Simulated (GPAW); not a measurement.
# SiNH3 (SMILES N[SiH]), step by step

Aim: a geometry optimisation (LDA (PW92)/plane waves), then the harmonic vibrations (LDA (PW92)/plane waves) of SiNH3. The job is set up through an ASE script.

The calculation is run with GPAW 26.7.0.

2 further runs of the same task are left out: 2 that didn't finish. Runs told in other sessions of the task aren't counted.

**1. Starting point**

SiNH3 has 5 atoms, charge 0, and is taken as a singlet. As SMILES, `N[SiH]`. The coordinates come from a GFN2-xTB relaxation. This is one conformer, not always the lowest. The run starts from this shape.

Bond lengths: N1–Si2 1.713 Å, N1–H3 1.011 Å, N1–H4 1.006 Å, Si2–H5 1.494 Å. Angles: N1–Si2–H5 96.3°, Si2–N1–H3 126.2°, Si2–N1–H4 122.7°, H3–N1–H4 111.2°.

**2. A structure relaxation at LDA (PW92)/plane waves (scalar-relativistic datasets, plane-wave cutoff 600 eV) (run 1)**

The input, molecule.py:

```python
import numpy as np
from ase import Atoms
from ase.io import write
from ase.optimize import FIRE2
from ase.units import Bohr
from gpaw import GPAW, PW

positions_bohr = np.array(
              [[ -0.564423,  -0.886792,   0.232323],
               [  0.010299,   2.258261,   0.736483],
               [  0.357291,  -2.017358,  -1.000043],
               [ -1.907697,  -1.847340,   1.172991],
               [  2.104512,   2.493229,  -1.141754]])
molecule = Atoms(["N", "Si", "H", "H", "H"], positions=positions_bohr * Bohr)
molecule.center(vacuum=4.5)

gpaw_calc = GPAW(mode=PW(600), xc="LDA", maxiter=100, symmetry="off", txt="-")
molecule.calc = gpaw_calc

opt = FIRE2(molecule, trajectory="molecule.traj")
converged = opt.run(fmax=0.05, steps=100)
print("Converged:", converged)
print(f"Final energy: {molecule.get_potential_energy():.5f} eV")
print(f"r(Si1-N0)               {molecule.get_distance(1, 0):.4f} Ang")
print(f"r(H2-N0): {molecule.get_distance(2, 0):.4f} Ang")
write("relaxed.xyz", molecule)
```

The run is started by

```
$ python molecule.py > molecule.log
```

The program printed:

```text
[...]
  mode=PW(ecut=600.0),
[...]
Number of symmetries: 1
[...]
  Number of IBZ points: 1
[...]
Cutoff: 600.0 eV
Spin-components: 1 (collinear spins)
Bands:           11
[...]
  Valence electrons: 12.0
[...]
  Grid points: [63 70 60]
  Charge: 0.0  # |e|
[...]
    cutoffs:
[...]
occupation numbers:
  # Zero width
[...]
xc functional:
  name: None
[...]
|iter     |     time |      energy | eigst |  dens |
[...]
|iter:   1| 00:00:01 |  -27.638005 | +0.40 |       |
[...]
Converged in 10 steps
[...]
dipole moment: (-0.028717, -0.437568, -0.117119)  # |e|*Ang
Fermi level: -3.694
[...]
Converged in 8 steps
[...]
Converged in 5 steps
[...]
Converged in 6 steps
[...]
Converged in 5 steps
[...]
|iter:   5| 00:01:24 |  -24.315057c| -7.75c| -4.17c|
Converged in 5 steps
[...]
Energy contributions relative to reference atoms: (reference = -9365.974501)
Energy contributions:
  Kinetic:          24.421342
  Coulomb:         -26.616370
  Zero:             -0.011591
  External:          0.000000
  Xc:              -22.108437
  Entropy:           0.000000
  Spinorbit:         0.000000
  ----------------------------
  Free energy:     -24.315057
  Extrapolated:    -24.315057
dipole moment: (-0.055306, -0.431001, -0.092879)  # |e|*Ang
Fermi level: -3.732
Eigenvalues  # (at kpt = [0.000, 0.000, 0.000])
| band index |      eig [eV] | occ [0-2] |
|------------|---------------|-----------|
|          0 |       -21.138 |     2.000 |
|          1 |       -12.629 |     2.000 |
|          2 |       -12.333 |     2.000 |
|          3 |        -8.487 |     2.000 |
|          4 |        -7.202 |     2.000 |
|          5 |        -5.139 |     2.000 |
|          6 |        -2.326 |     0.000 |
|          7 |        -0.831 |     0.000 |
|          8 |         0.057 |     0.000 |
|          9 |         0.502 |     0.000 |
|         10 |         0.659 |     0.000 |
Gap: 2.813 eV
Transition (v -> c):
[...]
Forces  # eV/Ang
|        x |        y |        z |
|----------|----------|----------|
|  0.00596 |  0.03047 |  0.01671 |  # N    0
| -0.01308 |  0.00975 |  0.01634 |  # Si   1
|  0.02044 |  0.01445 | -0.00858 |  # H    2
|  0.00228 | -0.02004 | -0.00470 |  # H    3
|  0.00493 | -0.03563 | -0.01539 |  # H    4
Force computation time: 0.457  # s
FIRE2:   15 hh:mm:ss      -24.315057        0.039125
Converged: True
Final energy: -24.31506 eV
r(Si1-N0)               1.7098 Ang
r(H2-N0): 1.0196 Ang
```

Wall time 85 s (1 thread of Arm Neoverse V2, shared host); peak memory 0.49 GiB.

Step by step:

```csv
step,energy from the first frame kept (eV),largest force (eV/Å)
0,0.0000,1.0018
1,-0.0197,0.6699
2,-0.0292,0.5173
3,-0.0297,0.3036
4,-0.0309,0.2223
5,-0.0318,0.1603
6,-0.0322,0.1586
7,-0.0326,0.1645
8,-0.0330,0.0885
9,-0.0332,0.0950
10,-0.0333,0.0932
11,-0.0335,0.0829
12,-0.0338,0.0681
13,-0.0340,0.0520
14,-0.0341,0.0596
15,-0.0342,0.0391
```

After the run. Bond lengths: N1–Si2 1.710 Å, N1–H3 1.020 Å, N1–H4 1.020 Å, Si2–H5 1.544 Å. Angles: N1–Si2–H5 93.8°, Si2–N1–H3 127.2°, Si2–N1–H4 120.8°, H3–N1–H4 112.0°.

**3. Vibrational wavenumbers at LDA (PW92)/plane waves (scalar-relativistic datasets, plane-wave cutoff 600 eV, shape nonlinear) (run 2)**

The input, relaxed.xyz:

```xyz
5
Lattice="11.123169566819138 0.0 0.0 0.0 11.386899846665525 0.0 0.0 0.0 10.224910302266599" Properties=species:S:1:pos:R:3:magmoms:R:1:forces:R:3 free_energy=-24.315056756025147 energy=-24.315056756025147 dipole="-0.05530600539518444 -0.4310009306561392 -0.09287920073160122" magmom=0.0 pbc="F F F"
N        5.21993898       5.10347011       5.22533256       0.00000000       0.00596457       0.03046630       0.01670793
Si       5.49045845       6.76620457       5.51763166       0.00000000      -0.01308271       0.00974704       0.01634170
H        5.71347605       4.50533752       4.56333769       0.00000000       0.02043720       0.01444863      -0.00857640
H        4.49487233       4.59568994       5.73159381       0.00000000       0.00228024      -0.02003629      -0.00469592
H        6.63312075       6.86656295       4.48419010       0.00000000       0.00493198      -0.03563113      -0.01539090
```

The input, calc.py:

```python
from ase.io import read
from ase.thermochemistry import IdealGasThermo
from ase.vibrations import Vibrations
from gpaw import GPAW, PW

mol = read('relaxed.xyz')

calc = GPAW(mode=PW(600),
            xc='LDA',
            convergence={'density': 1e-05},
            maxiter=100,
            symmetry='off',
            txt='molecule.txt')
mol.calc = calc

energy = mol.get_potential_energy()
vib = Vibrations(mol, delta=0.01)
vib.run()
vib.summary()
freqs = vib.get_frequencies()
zpe = vib.get_zero_point_energy()

thermo = IdealGasThermo(vib_energies=vib.get_energies(), potentialenergy=energy, atoms=mol, geometry='nonlinear',
                        symmetrynumber=1, spin=0.0, ignore_imag_modes=True)
H = thermo.get_enthalpy(600.0, verbose=False)
S = thermo.get_entropy(600.0, 1000.0, verbose=False)
G = thermo.get_gibbs_energy(temperature=600.0, pressure=1000.0)
```

The run is started by

```
$ python calc.py
```

The program printed:

```text
---------------------
  #    meV     cm^-1
---------------------
  0   17.8i    144.0i
  1    7.1i     56.9i
  2    6.5i     52.1i
  3    2.4i     19.5i
  4    0.7       5.4
  5    1.7      13.7
  6   70.7     570.2
  7   81.3     655.6
  8   89.8     724.4
  9  106.5     859.0
 10  113.2     913.4
 11  186.3    1502.4
 12  239.3    1930.1
 13  429.9    3467.0
 14  442.1    3566.1
---------------------
Zero-point energy: 0.881 eV
Enthalpy components at T = 600.00 K:
===============================
Enthalpy components at T = 600.00 K:
===============================
E_pot                -24.315 eV
E_ZPE                  0.880 eV
Cv_trans (0->T)        0.078 eV
Cv_rot (0->T)          0.078 eV
Cv_vib (0->T)          0.102 eV
-------------------------------
U                    -23.178 eV
===============================
(C_v -> C_p)           0.052 eV
-------------------------------
H                    -23.126 eV
===============================

Entropy components at T = 600.00 K and P = 1000.0 Pa:
=================================================
{"":15s}{"S":13s}     {"T*S:13s}
S_trans (1 bar)    0.0017712 eV/K        1.063 eV
S_rot              0.0009574 eV/K        0.574 eV
S_elec             0.0000000 eV/K        0.000 eV
S_vib              0.0002577 eV/K        0.155 eV
S (1 bar -> P)     0.0003968 eV/K        0.238 eV
-------------------------------------------------
S                  0.0033832 eV/K        2.030 eV
=================================================

Free energy components at T = 600.00 K and P = 1000.0 Pa:
=======================
    H        -23.126 eV
 -T*S         -2.030 eV
-----------------------
    G        -25.156 eV
=======================
```

molecule.txt:

```text
__  _  _
 | _ |_)|_||  |
 |__||  | ||/\| - 26.7.0

units:  Angstrom and eV
cores:  1
OpenMP: False

Versions:
  Python: 3.12.14
  ASE:    3.29.0
  Numpy:  2.5.5
  Scipy:  1.18.1
  Libxc:  7.0.0

        _gpaw.cpython-312-aarch64-linux-gnu.so

Input parameters:
  mode=PW(ecut=600.0),
  convergence={'density': 1e-05},
  maxiter=100,
  symmetry=Symmetry(point_group=False, time_reversal=False),
  xc=XC(name='LDA')

Diagonalizing LCAO Hamiltonian
Converting LCAO to pw mode
        .--------------------------.
       /|                          |
      / |                          |
     /  |                          |
    /   |                          |
   /    |                          |
  /     |                          |
 *      |                          |
 |      |                          |
 |      |         Si               |
 |      |      H N   H             |
 |      |         H                |
 |      |                          |
 |      .--------------------------.
 |     /                          /
 |    /                          /
 |   /                          /
 |  /                          /
 | /                          /
 |/                          /
 *--------------------------*

[... 135 lines left out ...]
Reference energy: -9365.974501  # eV
[... 16 lines left out ...]
  Fourier metric: weight=20.0, sigma=0.015
[... 14 lines left out ...]
- Maximum [total energy] change in last 3 cyles: 0.0005 eV / valence electron
[... 25 lines left out ...]
  Free energy:     -24.315057
[... 38 lines left out ...]
convergence criteria:
[... 14 lines left out ...]
Converged in 9 steps
[... 15 lines left out ...]
dipole moment: (-0.057888, -0.430873, -0.089568)  # |e|*Ang
[... 69 lines left out ...]
- Maximum [total energy] change in last 3 cyles: 0.0005 eV / valence electron
[... 12 lines left out ...]
Converged in 9 steps
SCF loop duration: 5.640 s (0.627 s/step)
Energy contributions relative to reference atoms: (reference = -9365.974501)

Energy contributions:
  Kinetic:          24.598306
  Coulomb:         -26.752600
  Zero:             -0.011672
  External:          0.000000
  Xc:              -22.148614
  Entropy:           0.000000
  Spinorbit:         0.000000
  ----------------------------
  Free energy:     -24.314580
  Extrapolated:    -24.314580

dipole moment: (-0.052193, -0.430520, -0.095633)  # |e|*Ang

Fermi level: -3.729
Eigenvalues  # (at kpt = [0.000, 0.000, 0.000])
| band index |      eig [eV] | occ [0-2] |
|------------|---------------|-----------|
|          0 |       -21.136 |     2.000 |
|          1 |       -12.634 |     2.000 |
|          2 |       -12.332 |     2.000 |
[... 7 lines of this table left out ...]
|         10 |         0.659 |     0.000 |

Gap: 2.809 eV
Transition (v -> c):
  (s=0, k=0, n=5, [0.00, 0.00, 0.00]) -> (s=0, k=0, n=6, [0.00, 0.00, 0.00])
No difference between direct/indirect transitions
vacuum-level: 0.265  # V

Forces  # eV/Ang
|        x |        y |        z |
|----------|----------|----------|
|  0.00860 |  0.03028 |  0.01539 |  # N    0
| -0.07942 |  0.00712 |  0.08428 |  # Si   1
|  0.02311 |  0.01124 | -0.00626 |  # H    2
| -0.00022 | -0.01788 | -0.00887 |  # H    3
|  0.06830 | -0.03269 | -0.08016 |  # H    4

Force computation time: 0.435  # s

timing:  # [seconds]
  Total:  207.505  # ━━━━━━━━━━━━━━━━━━━━━━━━━━━━━━━━━━━━━━━━━━━━━━━━━━━━━━━━
  Init:     0.771  #
  SCF:    176.575  # ━━━━━━━━━━━━━━━━━━━━━━━━━━━━━━━━━━━━━━━━━━━━━━━╸
  Forces:  15.332  # ━━━━
  Move:    13.971  # ━━━━
```

It took 3.5 min on 1 thread of Arm Neoverse V2, shared host; peak memory 0.56 GiB.

**4. Summary of results**

| quantity | value |
| --- | --- |
| run 1, LDA (PW92)/plane waves: energy as printed (from the program's reference atoms) | -24.3151 eV |
| run 1, LDA (PW92)/plane waves: dipole moment | 2.13 D |
| run 1, LDA (PW92)/plane waves: HOMO energy (shifted to the vacuum level, unlike the log) | -5.40 eV |
| run 1, LDA (PW92)/plane waves: LUMO energy (shifted to the vacuum level, unlike the log) | -2.59 eV |
| run 1, LDA (PW92)/plane waves: HOMO–LUMO gap | 2.81 eV |
| run 2, LDA (PW92)/plane waves: lowest harmonic wavenumber | 570 cm⁻¹ |
| run 2, LDA (PW92)/plane waves: highest harmonic wavenumber | 3566 cm⁻¹ |
| run 2, LDA (PW92)/plane waves: zero-point energy | 84.9 kJ/mol |
| run 2, LDA (PW92)/plane waves: ideal-gas entropy at 600 K and 1000 Pa (symmetry number 1 as used) | 78.0 cal/(mol K) |

In words: The optimisation (run 1, LDA (PW92)/plane waves) took 15 steps and changed the energy by -0.034 eV. All 9 modes (run 2, LDA (PW92)/plane waves) are real, so the shape is a minimum at this level.
